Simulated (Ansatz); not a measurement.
The cluster B2Cl⁻. Total charge -1; triplet. Geometry r2SCAN-D4/def2-TZVP, that of the neutral doublet; atoms count from 1.

```xyz
3

B    -1.117    1.113   -0.033
B    -0.010    0.060    0.094
Cl    1.127   -1.174   -0.061
```

The highest occupied level of the charge -1 triplet lies above zero (up to 0.50 eV). It is a level of β spin, whose loss leaves a quartet; that state wasn't run at this geometry and level. The electron is either unbound and held by the finite basis, or the level is raised by self-interaction error. The structure comes from a short search, and lower isomers may exist.

Question: Estimate the Mulliken populations from the PBE0/def2-TZVPD orbitals of Ansatz.

Answer: 
```json
{"atom": "B1", "charge (e)": "-0.41", "spin (α − β)": "0.59"}
{"atom": "B2", "charge (e)": "-0.18", "spin (α − β)": "1.27"}
{"atom": "Cl3", "charge (e)": "-0.41", "spin (α − β)": "0.14"}
```
Mulliken values and Mayer orders depend strongly on the basis. With diffuse functions, as here, like atoms can get unlike values, and bond orders can come out too low or too high.

Question: Where does the spin sit?

Answer: Summed by element: B 1.86, Cl 0.14, of 2 unpaired in all. Largest on single atoms: B2 1.27, B1 0.59, Cl3 0.14.

Question: And the Mayer bond orders between bonded heavy atoms (over 0.3)?

Answer: B1–B2 0.94 (1.53 Å); B2–Cl3 1.32 (1.69 Å).
